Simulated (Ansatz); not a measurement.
I need a rigid scan of one bond length of C3H4O, SMILES [CH2]C([CH2])=O. Use the Python package of Ansatz (0.2.0). Level of theory (for the species named): r2SCAN, 6-31G* basis, multiplicity 3.

```tsv
atom	x (Å)	y (Å)	z (Å)
C	1.0307	-0.5706	0.1765
C	0.0348	0.4923	-0.1525
C	-1.4257	0.2041	-0.0629
O	0.4135	1.6004	-0.4958
H	1.6666	-0.2447	1.0261
H	1.6662	-0.7821	-0.7088
H	-1.6932	-0.6184	-0.7588
H	-1.6928	-0.0809	0.9762
```

The script, `c3h4o.py`:
```python
'''Stretching a bond of C3H4O, the rest held rigid.'''

import ansatz as az
from ase import Atoms
import numpy as np


def main() -> None:
    atoms = Atoms(['C', 'C', 'C', 'O', 'H', 'H', 'H', 'H'], positions=[
        (1.0307, -0.5706, 0.1765),
        (0.0348, 0.4923, -0.1525),
        (-1.4257, 0.2041, -0.0629),
        (0.4135, 1.6004, -0.4958),
        (1.6666, -0.2447, 1.0261),
        (1.6662, -0.7821, -0.7088),
        (-1.6932, -0.6184, -0.7588),
        (-1.6928, -0.0809, 0.9762),
    ])
    geometry = az.Crystal.molecule_from_ase(atoms)

    symbols = [site.symbol for site in geometry.cartesian_sites]
    start = np.array([site.position_ang for site in geometry.cartesian_sites])
    axis = (start[7] - start[2]) / np.linalg.norm(start[7] - start[2])
    moving = [7]
    lengths, energies = [0.94, 1.02, 1.11, 1.22, 1.39, 1.67, 2.0, 2.44], []
    for length in lengths:
        xyz = start.copy()
        xyz[moving] += (length - np.linalg.norm(start[7] - start[2])) * axis
        point = az.Crystal.molecule()
        for symbol, place in zip(symbols, xyz):
            point = point.atom(symbol, place.tolist())
        job = point.calculation()
        job = job.basis(gaussian='6-31G*')
        job = job.functional('r2SCAN')
        job = job.spin('collinear', total=2)
        r = job.run(threads=1).report
        energies.append(r['free_energy_ev'])
        print(f'r = {length:6.3f} A  E = {energies[-1]:.5f} eV  <S^2> = {abs(r["mean_field"]["state"]["spin_squared"]):.3f}')

    print('energy above the lowest point (eV):', [round(e - min(energies), 3) for e in energies])


if __name__ == '__main__':
    main()
```

```console
$ python c3h4o.py
r =  0.940 A  E = -5215.15953 eV  <S^2> = 2.009
r =  1.020 A  E = -5215.60948 eV  <S^2> = 2.009
r =  1.110 A  E = -5215.72122 eV  <S^2> = 2.009
r =  1.220 A  E = -5215.52481 eV  <S^2> = 2.010
r =  1.390 A  E = -5214.88135 eV  <S^2> = 2.011
r =  1.670 A  E = -5213.61816 eV  <S^2> = 2.013
r =  2.000 A  E = -5212.32998 eV  <S^2> = 2.190
r =  2.440 A  E = -5211.52315 eV  <S^2> = 2.503
energy above the lowest point (eV): [0.562, 0.112, 0.0, 0.196, 0.84, 2.103, 3.391, 4.198]
```

Notes:
- Total energies depend on the basis set; only differences at equal settings carry meaning.
- The rest of the molecule is held rigid at a force-field or estimated start geometry, and the basis set is modest; single-reference methods fail as a bond breaks.
- The species is open-shell (spin multiplicity 3).
- The expectation value of S² is noticeably off S(S+1) in at least one run, so that state is spin-contaminated.
- Wall time of the script: 68 s on 1 thread of Arm Neoverse V2 (shared host), peak memory 0.26 GiB.
